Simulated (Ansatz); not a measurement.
Predict the output of the script below (Ansatz's Python interface).

The script, `cas_ch4mgo.py`:
```python
# -*- coding: utf-8 -*-
"""Static correlation in CH4MgO: natural occupations of an active space."""

import logging
import sys

import ansatz as az

logging.basicConfig(stream=sys.stdout, format="[%(levelname)s] %(message)s")
logger = logging.getLogger("ch4mgo")
logger.setLevel(logging.INFO)

BASIS_SET = "def2-SVP"

molecule = (
    az.Crystal.molecule()
    .atom("C", (-1.1074, 0.6542, -0.3069))
    .atom("Mg", (0.7083, -0.3597, -0.0232))
    .atom("O", (2.4052, -1.3311, 0.238))
    .atom("H", (-1.8768, -0.0146, -0.5943))
    .atom("H", (-1.0338, 1.4333, -1.1529))
    .atom("H", (-1.4373, 1.2386, 0.6167))
    .atom("H", (2.403, -1.6887, 1.1769))
)

job = (
    molecule.calculation()
    .basis(gaussian=BASIS_SET)
    .correlation(active_electrons=4, active_orbitals=4)
)
for method in ["sc_nevpt2"]:
    report = (job if method is None else job.correlation(method)).run().report
    space = report["configurations"]
    state = space["states"][0]
    print(method or "casscf", f"total {report['free_energy_ev'] / 27.211386246:.6f} Ha, active-space state {state['energy']['hartree']:.6f} Ha, mean field {report['reference_energy_ev'] / 27.211386246:.6f} Ha")
    print("  determinants", state["n_determinants"], " natural occupations", [round(n, 3) for n in space["natural_occupations"]])
```

Running `python cas_ch4mgo.py` prints:
```text
RunWarning: the results are in doubt because another end's mean lies 0.449 eV lower, and its corrected mean 0.130 eV higher
sc_nevpt2 total -314.901650 Ha, active-space state -314.553210 Ha, mean field -314.515849 Ha
  determinants 36  natural occupations [1.977, 1.97, 0.03, 0.023]
```
(Warnings from the package without file and line.)

Reading the output:
- Total energies depend on the basis set; only differences at equal settings carry meaning.
- The geometry is a force-field or estimated start, not a minimum of this method, and the basis set is short of its limit. The active space starts as a window about the frontier orbitals and is then optimised, not chosen by chemistry.
- A lower CASSCF solution was found and passed over, so the printed active-space state isn't the lowest.
- Finished in 5.7 s on 1 thread of Arm Neoverse V1, on a shared host, peak memory 0.17 GiB.

(Lines on the test bed's own set-up are left out of the output.)
